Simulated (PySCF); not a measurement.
## MB for M along the third period

CCSD(T) with double-zeta basis sets in PySCF, for the lowest determinant that a PBE0 search found; no spin–orbit coupling. De refers to high-spin ground-configuration atoms.

```
 M                basis  reference, frozen orbitals  state (unpaired electrons)  Re (Å)  ωe (cm⁻¹)  De (eV)
Na             def2-SVP                      UHF, 2          triplet (σ ↑, π ↑)   2.518        321     0.62
Si  cc-pV(D+d)Z/cc-pVDZ                      UHF, 6         quartet (σ ↑, π ↑↑)   1.946        722     2.91
 P           x2c-SVPall                     ROHF, 6          triplet (σ ↑, π ↑)   1.761        958     2.91
 S             def2-SVP                     ROHF, 6               doublet (σ ↑)   1.626       1199     5.56
Cl             def2-SVP                      RHF, 6      singlet (closed shell)   1.716        889     5.10
```

The shortest bond is that of BS (1.626 Å), the longest that of NaB (2.518 Å). BS is bound most strongly (5.56 eV) and NaB least (0.62 eV).

The rows differ in basis set, which adds steps of its own.

The state changes along the series, so neighbouring rows are not always alike in their bonding.

Correlated steps freeze the inner cores (2 to 6 orbitals); shallow outer-core shells are correlated. UHF and ROHF references stand side by side, which adds small steps between rows. Correlated levels converge slowly with the basis: in double zeta they bind strong bonds too weakly, by up to about 1 eV, and carry superposition errors of some tenths. Where the molecule has an RHF reference, its open-shell atoms are computed with UHF. The CCSD T1 diagnostic is raised in SiB, a sign that a single reference may not be enough there. States were picked by a PBE0 search and need not be the measured ground states.
